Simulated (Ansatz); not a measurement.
## Ansatz (development build ahead of 0.2.0) run

```yaml
crystal:
  periodic: [false, false, false]
  atoms:
    - { symbol: C, position_ang: [0.0, 0.0, 0.0] }
    - { symbol: H, position_ang: [0.0, 0.966, -0.6615] }
    - { symbol: O, position_ang: [0.0, 0.0, 1.176] }
basis:
  gaussian: { orbitals: STO-3G }
magnetization:
  initial_magnetization: 1
hamiltonian:
  xc: hf
correlation:
  method: ccsd_t
  frozen_orbitals: { C: 1, H: 0, O: 1 }
```

The input is written out in the form of the current development build from the run's settings. Correlation on restricted open-shell orbitals is semicanonical, with singles.

Output:

```yaml
Converged: yes
Reference_energy: -111.72731 hartree
CCSD_correlation_energy: -0.13481 hartree
Triples_correction: -0.00457 hartree
Total_energy: -111.86669 hartree
Spin_squared_of_the_determinant: 0.750
```
